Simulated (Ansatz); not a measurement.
## GeP⁺, quintet: the ladder up to UCCSDT(Q)

Geometry: that of the GeP⁺, triplet, kept fixed. The triplet lies 1.8 eV lower here.

```yaml
atoms:
  - { symbol: Ge, position_ang: [0.0000, 0.0000, 0.0000] }
  - { symbol: P, position_ang: [0.0000, 0.0000, 2.3035] }
```

Basis cc-pVTZ; Ansatz 0.2.0. Correlated methods freeze the noble-gas cores and the filled d shells of p-block atoms, which leaves 8 electrons in 58 orbitals. R marks a restricted (for open shells ROHF) determinant, U an unrestricted one. Active spaces: valence = (8e, 8o) chosen from the atoms' valence shells. No spin–orbit coupling is included, and no scalar relativity.

Full CI isn't at hand for all of this; UCCSDT(Q) serves as the reference, and is uncertain by about the last step of the cluster series. The frozen core follows each run's orbitals, which can shift R against U totals by a few meV for light atoms and by up to 0.1 eV past Ca.

```
UHF ⟨S²⟩                          : 6.020
T1 diagnostic (RCCSD)             : 0.0242
largest doubles amplitude (RCCSD) : 0.077
T1 diagnostic (UCCSD)             : 0.0192
```

```tsv
level	E − E(UCCSDT(Q)) (mEh)	share of correlation (%)	wall time
UHF	176.75	3.27	–
UMP2	38.58	78.89	–
UCCSD	9.72	94.68	–
UCCSD(T)	1.89	98.97	3.9 s
UCCSDT	0.42	99.77	–
```

The correlation energy at UCCSDT(Q), counted from RHF, is -4.972 eV. That run took 52 s on 1 thread of Arm Neoverse V1, shared host.

Run but not shown, since their state or frozen core can't be matched to the reference's or they repeat it: RHF, RMP2, CISD, RCCSD, RCCSD(T), BCCD(T), RCCSDT, RCCSDT(Q), CASSCF (valence space), NEVPT2 (valence space), MRCISD (valence space), MRCISD+Q (valence space).

Times hold each run's SCF and search for its determinant on a shared host, so for small cases they say little of a method's own cost; they ran on 1 thread of Arm Neoverse V1.

Natural occupations of CASSCF (valence space) about the gap: 1.985 1.948 1.007 1.002 0.999 0.990 0.036 0.033; effectively unpaired electrons, Σ n²(2−n)², 4.02.
